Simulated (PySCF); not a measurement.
Property card for `[SiH4]`

Compound: SiH4.
Hydrogens: H2, H3, H4, H5 on Si1.

GFN2-xTB geometry:

| Item | Value |
| --- | --- |
| Point group of the GFN2-xTB geometry | Td |
| Rotational constants A, B, C of the GFN2-xTB geometry | 88.172, 88.149, 88.077 GHz |

From PBE0/pcSseg-1 ground state and GIAO shieldings, non-relativistic (PySCF):

| Property | Result |
| --- | --- |
| Dipole moment | 0.00 D |
| HOMO energy | -9.96 eV |
| LUMO energy | 1.26 eV |
| HOMO–LUMO gap | 11.22 eV |
| Lowest Hirshfeld atomic charge | -0.07 e on H2/H3/H4/H5 |
| Highest Hirshfeld atomic charge | +0.29 e on Si1 |
| 1H chemical shifts (computed TMS as zero) by class | 3.43 (H2/H3/H4/H5) ppm |
| Isotropic shieldings of nuclei other than C and H, by class | 461 (Si1) ppm |

Monoisotopic mass from the formula: 32.0082 u.

The rotational constants are those of a spherical top; the small spread among constants that symmetry makes equal is optimisation noise. With B = h/(8π²I), that is 505.379 GHz u Å² over I, the principal moments of inertia are 5.7, 5.7 and 5.7 u Å² (most abundant isotopes); the inertial defect Ic − Ia − Ib is -5.7 u Å² (zero for a rigid planar frame, negative otherwise). Point group Td forbids a permanent dipole, so the rigid molecule has no electric-dipole pure rotational spectrum.

Isolated species at its GFN2-xTB geometry, gas phase.

For the NMR shielding job (PBE0/pcSseg-1), the run took about 1.9 s of CPU time (grids of density and orbitals included) (one thread, shared machine).
